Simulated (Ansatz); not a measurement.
System: fcc Pd. Method: revPBE in Ansatz (plane waves, PAW).

Numerical settings: plane-wave cutoff 520 eV, 24×24×24 k mesh, Fermi–Dirac smearing 0.05 eV, scalar-relativistic PAW data made under PBE.

Energies at three volumes about the minimum:

```csv
V (Å³/atom),E − E_lowest (meV/atom)
15.314,3.31
15.627,0.00
15.939,2.70
```

Question: Fit a parabola by hand: where is the minimum, what lattice constant follows, and what is the bulk modulus?

Answer: Slopes: (0.00 − 3.31)/(15.627 − 15.314) = -10.575 and (2.70 − 0.00)/(15.939 − 15.627) = 8.654 meV/Å³. Curvature E″ = 2 × (8.654 − (-10.575))/(15.939 − 15.314) = 61.533 meV/Å⁶. From the middle of the first interval, the slope vanishes at V0 = 15.4705 − (-10.575)/61.533 = 15.642 Å³/atom. B = V0 E″ = 15.642 × 61.533 meV/Å³ × 0.1602 GPa per meV/Å³ = 154 GPa. With 4 atoms in the cube, a = (4 × 15.642)^(1/3) = 3.970 Å. The full Birch–Murnaghan fit to all volumes gives V0 = 15.636 Å³/atom and B0 = 153 GPa.

Measured, for comparison: bulk modulus 195 GPa (zero-point energy and finite temperature contributions removed, our sources range from 187 to 198; as tabulated in doi:10.1021/acs.jctc.3c00612); lattice constant a 3.876 Å (static lattice: zero-point anharmonic expansion removed; as tabulated in Mejia-Rodriguez and Trickey (2018), arXiv:1807.09216). Computed (rounded) less measured: bulk modulus -22 % (-18 % to -23 % over the range).

Ansatz is a quantum-chemistry and plane-wave program.
